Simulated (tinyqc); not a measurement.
Worked calculation: UHF in the sto-3g basis, for NH, spin multiplicity 3. One step of it, computed by the program tinyqc.

Task: Iteration 4: building the Fock matrix. J_ij = sum D_kl (ij|kl) with D = D(alpha) + D(beta), K_ij = sum D_kl (ik|jl) for each spin; F = H + J - K(s); E = tr D H + tr D J / 2 - 0.5 sum_s tr D(s) K(s) + E_nn.

D(alpha) after iteration 3:
```
            1N 1s      1N 2s     1N 2px     1N 2py     1N 2pz      2H 1s
1N 1s    1.054989  -0.234249   0.003852  -0.002464   0.048081  -0.012197
1N 2s   -0.234249   1.039858  -0.026963   0.017250  -0.265254  -0.075241
1N 2px   0.003852  -0.026963   0.998571   0.000914  -0.036351   0.046215
1N 2py  -0.002464   0.017250   0.000914   0.999415   0.023255  -0.029566
1N 2pz   0.048081  -0.265254  -0.036351   0.023255   0.436263   0.362682
2H 1s   -0.012197  -0.075241   0.046215  -0.029566   0.362682   0.336027
```

D(beta) after iteration 3:
```
            1N 1s      1N 2s     1N 2px     1N 2py     1N 2pz      2H 1s
1N 1s    1.048670  -0.201644   0.020451  -0.054058   0.020250  -0.040074
1N 2s   -0.201644   0.871925  -0.107991   0.272619  -0.123744   0.064822
1N 2px   0.020451  -0.107991   0.066735  -0.151484   0.129149   0.103577
1N 2py  -0.054058   0.272619  -0.151484   0.344943  -0.289799  -0.225934
1N 2pz   0.020250  -0.123744   0.129149  -0.289799   0.260360   0.228848
2H 1s   -0.040074   0.064822   0.103577  -0.225934   0.228848   0.238493
```

core Hamiltonian H = T + V (hartree):
```
             1N 1s      1N 2s     1N 2px     1N 2py     1N 2pz      2H 1s
1N 1s   -24.724917  -5.685864   0.000000   0.000000  -0.016256  -1.469909
1N 2s    -5.685864  -6.774799   0.000000   0.000000  -0.185367  -2.982301
1N 2px    0.000000   0.000000  -5.382667   0.000000   0.000000   0.000000
1N 2py    0.000000   0.000000   0.000000  -5.382667   0.000000   0.000000
1N 2pz   -0.016256  -0.185367   0.000000   0.000000  -5.516593  -2.258840
2H 1s    -1.469909  -2.982301   0.000000   0.000000  -2.258840  -4.060129
```

Two-electron integrals (ij|kl) in chemists' order, unique and non-zero (hartree):
```
(11|11) 4.166630   (21|11) 0.640849   (21|21) 0.117461   (22|11) 0.969864
(22|21) 0.220936   (22|22) 0.708245   (31|31) 0.020960   (32|31) 0.032452
(32|32) 0.156449   (33|11) 0.967124   (33|21) 0.220977   (33|22) 0.708086
(33|33) 0.762805   (41|41) 0.020960   (42|41) 0.032452   (42|42) 0.156449
(43|43) 0.041119   (44|11) 0.967124   (44|21) 0.220977   (44|22) 0.708086
(44|33) 0.680568   (44|44) 0.762805   (51|51) 0.020960   (52|51) 0.032452
(52|52) 0.156449   (53|53) 0.041119   (54|54) 0.041119   (55|11) 0.967124
(55|21) 0.220977   (55|22) 0.708086   (55|33) 0.680568   (55|44) 0.680568
(55|55) 0.762805   (61|11) 0.166672   (61|21) 0.030292   (61|22) 0.056604
(61|33) 0.056463   (61|44) 0.056463   (61|51) 0.001593   (61|52) 0.002975
(61|55) 0.056893   (61|61) 0.007944   (62|11) 0.382206   (62|21) 0.088040
(62|22) 0.308855   (62|33) 0.302752   (62|44) 0.302752   (62|51) 0.007353
(62|52) 0.054403   (62|55) 0.320778   (62|61) 0.023302   (62|62) 0.167506
(63|31) 0.009245   (63|32) 0.052482   (63|53) 0.011156   (63|63) 0.022953
(64|41) 0.009245   (64|42) 0.052482   (64|54) 0.011156   (64|64) 0.022953
(65|11) 0.291667   (65|21) 0.068068   (65|22) 0.254240   (65|33) 0.241946
(65|44) 0.241946   (65|51) 0.014243   (65|52) 0.094771   (65|55) 0.278559
(65|61) 0.018867   (65|62) 0.165698   (65|65) 0.184392   (66|11) 0.512550
(66|21) 0.119966   (66|22) 0.478390   (66|33) 0.455719   (66|44) 0.455719
(66|51) 0.013401   (66|52) 0.132482   (66|55) 0.523172   (66|61) 0.032159
(66|62) 0.319430   (66|65) 0.355006   (66|66) 0.774606
```

nuclear repulsion = 3.70794842 hartree

Give: Coulomb J; exchange K(alpha); exchange K(beta); F(alpha); F(beta); total energy of this density.

Result:

Coulomb J (hartree):
```
          1N 1s    1N 2s   1N 2px   1N 2py   1N 2pz    2H 1s
1N 1s   13.6790   2.4990  -0.0050   0.0117   0.0018   0.6455
1N 2s    2.4990   5.9645  -0.0249   0.0602   0.0695   2.6030
1N 2px  -0.0050  -0.0249   5.9331  -0.0124   0.0110  -0.0048
1N 2py   0.0117   0.0602  -0.0124   5.9560  -0.0276   0.0117
1N 2pz   0.0018   0.0695   0.0110  -0.0276   5.9844   2.1622
2H 1s    0.6455   2.6030  -0.0048   0.0117   2.1622   4.1046
```

exchange K(alpha) (hartree):
```
         1N 1s    1N 2s   1N 2px   1N 2py   1N 2pz    2H 1s
1N 1s   4.2639   0.7258   0.0000   0.0000   0.0035   0.1949
1N 2s   0.7258   1.1848  -0.0059   0.0038  -0.0349   0.5521
1N 2px  0.0000  -0.0059   0.9980   0.0007  -0.0145   0.0036
1N 2py  0.0000   0.0038   0.0007   0.9986   0.0093  -0.0023
1N 2pz  0.0035  -0.0349  -0.0145   0.0093   0.8339   0.4459
2H 1s   0.1949   0.5521   0.0036  -0.0023   0.4459   0.6808
```

exchange K(beta) (hartree):
```
          1N 1s    1N 2s   1N 2px   1N 2py   1N 2pz    2H 1s
1N 1s    4.2207   0.6680  -0.0004   0.0008   0.0023   0.1760
1N 2s    0.6680   0.8546  -0.0514   0.1417   0.0498   0.4620
1N 2px  -0.0004  -0.0514   0.2377  -0.1093   0.1194   0.0452
1N 2py   0.0008   0.1417  -0.1093   0.4385  -0.2663  -0.0882
1N 2pz   0.0023   0.0498   0.1194  -0.2663   0.5435   0.3388
2H 1s    0.1760   0.4620   0.0452  -0.0882   0.3388   0.5483
```

F(alpha) (hartree):
```
           1N 1s    1N 2s   1N 2px   1N 2py   1N 2pz    2H 1s
1N 1s   -15.3098  -3.9127  -0.0050   0.0117  -0.0179  -1.0193
1N 2s    -3.9127  -1.9952  -0.0190   0.0564  -0.0810  -0.9314
1N 2px   -0.0050  -0.0190  -0.4476  -0.0130   0.0255  -0.0084
1N 2py    0.0117   0.0564  -0.0130  -0.4253  -0.0369   0.0140
1N 2pz   -0.0179  -0.0810   0.0255  -0.0369  -0.3662  -0.5425
2H 1s    -1.0193  -0.9314  -0.0084   0.0140  -0.5425  -0.6364
```

F(beta) (hartree):
```
           1N 1s    1N 2s   1N 2px   1N 2py   1N 2pz    2H 1s
1N 1s   -15.2666  -3.8549  -0.0046   0.0109  -0.0167  -1.0004
1N 2s    -3.8549  -1.6649   0.0265  -0.0815  -0.1656  -0.8412
1N 2px   -0.0046   0.0265   0.3126   0.0969  -0.1084  -0.0500
1N 2py    0.0109  -0.0815   0.0969   0.1348   0.2387   0.0999
1N 2pz   -0.0167  -0.1656  -0.1084   0.2387  -0.0757  -0.4354
2H 1s    -1.0004  -0.8412  -0.0500   0.0999  -0.4354  -0.5038
```

total energy of this density = -54.175465 hartree
